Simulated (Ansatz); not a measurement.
bcc Ba, treated with PBEsol in Ansatz (PAW).

Run with plane-wave cutoff 520 eV, 18×18×18 k mesh, Fermi–Dirac smearing 0.039 eV (set by the program), scalar-relativistic PAW data made under PBE.

Computed at the level's own relaxed cell.

Elastic tensor (GPa, Voigt notation, ions relaxed):

```
   12.6     7.2     7.2     0.0     0.0     0.0
    7.2    12.6     7.2     0.0     0.0     0.0
    7.2     7.2    12.6     0.0     0.0     0.0
    0.0     0.0     0.0    11.3     0.0     0.0
    0.0     0.0     0.0     0.0    11.3     0.0
    0.0     0.0     0.0     0.0     0.0    11.3
```

Worked from these constants: the tetragonal shear constant is C′ = (C11 − C12)/2 = 2.7 GPa against C44 = 11.3 GPa, so the tetragonal shear is the softer. The Zener ratio C44/C′ is 4.19 (1 for an isotropic solid), and the Cauchy pressure C12 − C44 is -4.1 GPa. With C11 + 2C12 = 27.0 GPa all three Born conditions hold; they don't test modes at the zone boundary.

Ansatz is a quantum-chemistry and plane-wave program.
